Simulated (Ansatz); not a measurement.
Two isomers of C3H6FN: A = `CC(F)C=N`, B = `NC/C=C\F`.

Program: Ansatz. Geometries: PBE0-D4/def2-TZVP. ΔE: electronic, gas phase. CCSD(T)/CBS adds triple-zeta CCSD(T) − MP2 to the extrapolated MP2 energy (def2 sets, frozen cores). Functionals use def2-TZVPP. B3LYP here is the variant with VWN-RPA as its local correlation; programs differ in this. Each species was taken in one conformer, which may not be the lowest.

(1) Which is lower in electronic energy at CCSD(T)/CBS, and by how much? (Best estimate.)

(2) Give E(B) − E(A) in kJ/mol with B3LYP-D4, PBE0-D4, B2PLYP, CCSD(T)/def2-TZVPP, ωB97M-V, CCSD/def2-TZVPP, MP2/def2-TZVPP. (An estimate is asked.)

Largest T1 diagnostic: 0.011.

Answers

(1) The calculation gave: A, by 36.8 kJ/mol.

(2) Computed: B3LYP-D4 35.7, PBE0-D4 33.4, B2PLYP 37.5, CCSD(T)/def2-TZVPP 40.2, ωB97M-V 37.1, CCSD/def2-TZVPP 39.6, MP2/def2-TZVPP 38.1. None reverses the order clearly.
